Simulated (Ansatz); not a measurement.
## BeBi3: from a trial structure to a relaxed crystal

Computed with DFT PBE, scalar-relativistic, plane waves, PAW (Ansatz 0.2.0). Cutoff 420 eV, Γ-centred k mesh, Gaussian smearing, no spin polarisation in the final step.

The start puts BeBi3 on the Cu3Au (L1_2) structure type (Pm-3m, No. 221), with Be in place of Au, Bi in place of Cu, at a guessed volume.

```yaml
crystal:
  lattice:
    - [4.60428, 0.00000, 0.00000]
    - [0.00000, 4.60428, 0.00000]
    - [0.00000, 0.00000, 4.60428]
  atoms:
    - { symbol: Be, position: [0.00000, 0.00000, 0.00000] }
    - { symbol: Bi, position: [0.00000, 0.50000, 0.50000] }
    - { symbol: Bi, position: [0.50000, 0.00000, 0.50000] }
    - { symbol: Bi, position: [0.50000, 0.50000, 0.00000] }
```

Cell and atoms relax at zero pressure; the relaxation can't lower the symmetry of the start. After a coarse first stage the cell is made exact in the group found at 0.06 Å.

Formation energies are uncorrected and refer to the elements' standard structures at the same level.

Q: Which crystal results?

A: It keeps Pm-3m (No. 221). The result has the Cu3Au (L1_2) structure. Conventional cell: a = 4.807 Å. Be has 12 Bi at 3.40 Å; Bi has 4 Be at 3.40 Å and 8 Bi at 3.40 Å.

Space group Pm-3m (No. 221). a = 4.807 Å, b = 4.807 Å, c = 4.807 Å, α = 90.00°, β = 90.00°, γ = 90.00°
```
atom site symmetry x y z
  Be    1a m-3m  0.0000  0.0000  0.0000
  Bi    3c    4/mm.m  0.0000  0.5000  0.5000
```

Q: What are its volume, energy, density and gap?

A: The volume per atom is 27.76 Å³, the density is 9.51 g/cm³ and the energy over the elements is 0.60 eV/atom. The gap on the 10×10×10 mesh is 0 eV (a metal).

The final run used a 10×10×10 mesh on its 4-atom cell and 0.10 eV smearing. For metals, differences of a few meV/atom aren't resolved. Spin–orbit coupling is left out. Symmetry constrained the relaxation, so the result can be a saddle point.

Cost: 3 runs of about 0.7 core-minutes in all, on Intel Xeon Platinum 8488C (Sapphire Rapids) (shared hosts).